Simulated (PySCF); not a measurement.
Gas-phase reaction: 3 i-Si4H10 = 6 SiH3 + 2 c-Si3H6

Computed with PySCF and rigid-rotor harmonic-oscillator thermochemistry at 1 bar. † marks an energy on the PBE0/def2-TZVP geometry and frequencies; other levels use their own. CCSD(T) freezes the core. 6-31G* has spherical d functions here. Open shells (unrestricted): SiH3 (multiplicity 2); the rest are closed-shell singlets. B3LYP is the form with VWN-RPA correlation. c-Si3H6: computed as isolated molecules; such fragments, hydroxides, amides, oligomers or adducts are transient or little studied in the gas. CCSD(T) isn't extrapolated to the basis-set limit.

| level | ΔH°(298 K), kJ |
|---|---|
| B3LYP/6-31G* | 1182 |
| B3LYP/def2-TZVP† | 1171 |
| BLYP/def2-TZVP† | … |
| CCSD(T)/def2-SVP† | … |
| HF/def2-TZVP† | … |
| M06-2X/def2-TZVP† | … |
| PBE0/def2-TZVP | 1211 |
| r2SCAN/def2-TZVP† | 1185 |

Task: What belongs in the gaps?

Result: 
- BLYP/def2-TZVP†, ΔH°(298 K), kJ: 1126
- CCSD(T)/def2-SVP†, ΔH°(298 K), kJ: 1197
- HF/def2-TZVP†, ΔH°(298 K), kJ: 985
- M06-2X/def2-TZVP†, ΔH°(298 K), kJ: 1209
